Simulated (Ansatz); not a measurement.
**Mg₂H (doublet): wave-function methods side by side, def2-TZVPP**

An exercise on one series of results from a longer session: the logs are not shown, and one member is left open.

Method: def2-TZVPP, core rule «outside noble gas», up to 10 orbitals frozen; program: Ansatz 0.2.0, Gaussian basis.

To be run: UHF; ROHF; CCSD(T) on UHF.

### The system

The geometry is a PBE0/def2-TZVP stationary point (not a proven minimum) of the parent state, kept for this charge and spin.

3 atoms, charge 0, spin multiplicity 2.

Atoms are counted from 1 here; the program's logs count them from 0.

Bond lengths: Mg1–H3 1.846 Å, Mg2–H3 1.846 Å. Angles: Mg1–H3–Mg2 100.7°.

The first run:

Input file in.yaml:

```yaml
crystal:
  periodic: [false, false, false]
  atoms:
    - {symbol: Mg, position_ang: [0.000000, -0.023934, 1.420565]}
    - {symbol: Mg, position_ang: [0.000000, -0.023934, -1.420565]}
    - {symbol: H, position_ang: [0.000000, 1.154280, 0.000000]}
basis:
  gaussian: {orbitals: def2-TZVPP}
magnetization: {spin_polarized: true, initial_magnetization: 1}
hamiltonian: {xc: hf}
output: {orbitals: {seedname: orbitals}}
```

Launch:

```
$ ansatz run in.yaml --threads 1 --pin off --events-out ev --progress --plain --max-ram 4096MiB --backend cpu
```

Among the steps run: UHF; ROHF; CCSD(T) on UHF.

One of the session's tables, all rows but one given; the rest of the session is left out.

It belongs to the step «Misses and costs». 

```
  method  from UCCSD(T) (meV)
    ROHF              +2359.9
     UHF              +1971.5
    UMP2                    ?
   UCCSD                +58.5
UCCSD(T)                    0
```

Estimate the missing values for UMP2.

**Answer.** from UCCSD(T) (meV): +705.9. In the column «from UCCSD(T) (meV)» it lies between UCCSD (+58.5) and UHF (+1971.5).

Limits of these values: The determinant is far from a pure spin state, so its energy mixes those of several spin states (harmless only where they are near-degenerate, as at dissociation).
